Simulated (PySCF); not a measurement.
# How the numerical set-up moves the result for LiH⁻

The method stays; parts of the set-up, such as the basis or the Hamiltonian, are changed.

Program: PySCF 2.14.0. Level of theory: method and basis as typed in the scripts. These are calculated values, not measurements.

1 further run of the same task is left out (it didn't finish).

### 1 Where the work starts

LiH⁻: 2 atoms, charge -1, spin multiplicity 2.

Bond lengths: Li1–H2 1.705 Å.

### 2 The base run

Contents of input.py:

```python
from pyscf import gto, scf

mol = gto.M(
    atom='Li 0 0 0; H 0 0 1.705',
    basis='jorge-tzp-dkh',
    charge=-1,
    spin=1,
    verbose=3,
)
mf = scf.UHF(mol)
mf = mf.sfx2c1e()
mf.kernel()
mf.dip_moment()
print('orbital energies (hartree):', [e[max(0, n-3):n+3].round(4) for e, n in zip(mf.mo_energy, mol.nelec)])
```

Launch:

```
OMP_NUM_THREADS=1 python input.py
```

The log of this run is left out.

In short: E(SCF) = -7.991585 Eh, ⟨S²⟩ = 0.750.

The bond length is a typed value, not an optimised one. The dipole of an ion depends on the origin.

### 3 Cc-pvdz (X2C off)

Variant 1 changes basis set: jorge-tzp-dkh → cc-pvdz; spin-free X2C: on → off.

Contents of input.py:

```python
from pyscf import gto, scf

mol = gto.M(
    atom='Li 0 0 0; H 0 0 1.705',
    basis='cc-pvdz',
    charge=-1,
    spin=1,
    verbose=3,
)
mf = scf.UHF(mol)
mf.kernel()
mf.dip_moment()
print('orbital energies (hartree):', [e[max(0, n-3):n+3].round(4) for e, n in zip(mf.mo_energy, mol.nelec)])
```

Launch:

```
OMP_NUM_THREADS=1 python input.py
```

### 4 Density fitting weigend

Variant 2 changes density fitting: none → weigend.

input.py, as its differences from that of step 2:

```diff
@@ -11,2 +11,3 @@
 mf = mf.sfx2c1e()
+mf = mf.density_fit(auxbasis='weigend')
 mf.kernel()
```

### 5 Crenbl (core potential on, X2C off)

Variant 3 changes basis set: jorge-tzp-dkh → crenbl; core potential: off → on; spin-free X2C: on → off. The core potential changes with it: totals don't compare.

input.py, as its differences from that of step 2:

```diff
@@ -4,3 +4,4 @@
     atom='Li 0 0 0; H 0 0 1.705',
-    basis='jorge-tzp-dkh',
+    basis='crenbl',
+    ecp={'Li': 'crenbl'},
     charge=-1,
@@ -10,3 +11,2 @@
 mf = scf.UHF(mol)
-mf = mf.sfx2c1e()
 mf.kernel()
```

### 6 Density fitting auto

Variant 4 changes density fitting: none → auto.

input.py, as its differences from that of step 2:

```diff
@@ -11,2 +11,3 @@
 mf = mf.sfx2c1e()
+mf = mf.density_fit()
 mf.kernel()
```

### 7 Cartesian functions on

Variant 5 changes Cartesian functions: off → on.

input.py, as its differences from that of step 2:

```diff
@@ -7,2 +7,3 @@
     spin=1,
+    cart=True,
     verbose=3,
```

**Question.** What will these runs give? Wanted: for each run, E(SCF); from base; gap, α spin.

The runs gave:

| run | E(SCF) (hartree) | from base (eV) | gap, α spin (eV) | functions |
| --- | --- | --- | --- | --- |
| base | -7.991585 | 0 | 3.90 | 45 |
| cc-pvdz (X2C off) | -7.985940 | not comparable | 4.61 | 19 |
| density fitting weigend | -7.991386 | +0.0054 | 4.03 | 45 |
| crenbl (core potential on, X2C off) | -0.752574 | not comparable | n/a | 20 |
| density fitting auto | -7.991583 | +0.0001 | 3.89 | 45 |
| Cartesian functions on | -7.994084 | -0.0680 | 3.72 | n/a |

The largest comparable shift of the SCF energy, -0.068 eV, comes with the run “Cartesian functions on”.
